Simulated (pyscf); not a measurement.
PySCF, gas phase, ωB97X-D3(BJ)/def2-SVP geometries.

**Question.** Estimate by transition-state theory the rate constant of `[SiH3][SH]` + `[H]` [doublet] -> `[SiH2][SH]` [doublet] + `[H][H]` (doublet surface; H–Si broken, H–H formed) at 900 K, with ωB97M-D3(BJ)/def2-TZVP energies (ideal gas, 1 atm, RRHO with modes under 100 cm⁻¹ raised to 100, one conformer, R ln 2 for chiral ones without a mode under 150 cm⁻¹; no tunnelling).

**Answer.** The electronic barrier is 4.3 kcal/mol and the thermal terms add +17.6, so ΔG‡ = 21.9 kcal/mol. With k_BT/h = 1.88e+13 s⁻¹ and RT = 1.788 kcal/mol, and a volume of 1.23e-19 cm³ per molecule at 1 atm, k = 1.1e-11 cm³ molecule⁻¹ s⁻¹. Wigner's tunnelling factor for 912i cm⁻¹ would be 1.09. A shift of 1 kcal/mol in the barrier changes k by a factor 1.7. One saddle was located; it need not be the lowest between these sides. The angle at the transferred H is 179°.
